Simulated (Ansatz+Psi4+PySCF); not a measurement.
The numbers below are computed, except where a source is named.
## PySCF 2.14.0 run

```python
from pyscf import gto, scf, mp

mol = gto.M(atom="""
B 0.000000 0.000000 0.000000
N 0.000000 0.000000 1.275000
""", basis='cc-pvtz', charge=0, spin=0)
mf = scf.RHF(mol)
mf.kernel()
pt = mp.MP2(mf, frozen=2).run()
print(mf.e_tot, pt.e_corr, pt.e_tot)
```

The script is written out from the run's settings.

The run gave:

| Quantity | Value |
| --- | --- |
| Converged | yes |
| Reference energy | -78.90646 hartree |
| Correlation energy | -0.33919 hartree |
| Total energy | -79.24565 hartree |
| Spin squared of the determinant | 0.000 |

The reference isn't the lowest determinant (another lies 0.05 eV lower), but the same method gives a higher total on the lower determinant. Caution: large amplitudes, a single reference is doubtful; unrestricted orbitals would lower the determinant.
